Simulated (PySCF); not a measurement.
## Ionisation energy of P by level of theory

P [Ne] 3s2 3p3 (4S) → P⁺ [Ne] 3s2 3p2 (3P), as a difference of total energies. All numbers are calculated (PySCF 2.14, the non-relativistic Hamiltonian (point nucleus), in aug-cc-pwCVTZ (8s7p5d3f, 75 functions)). Correlated levels: nothing frozen. The calculations carry no spin-orbit coupling.

Q: Order these methods by the ionisation energy they give, lowest first.
A. CCSD (all electrons)
B. UHF
C. CCSD(T) (all electrons)
D. MP2 (all electrons)

A: B (9.909 eV), A (10.438 eV), C (10.481 eV), D (10.509 eV).

A first-order spin-orbit estimate (lowest level to lowest level, LS coupling) adds -0.034 eV.

Errors of the correlated levels include the incompleteness of this basis.

For comparison: 10.487 eV (measured; NIST Atomic Spectra Database, ionization energies).
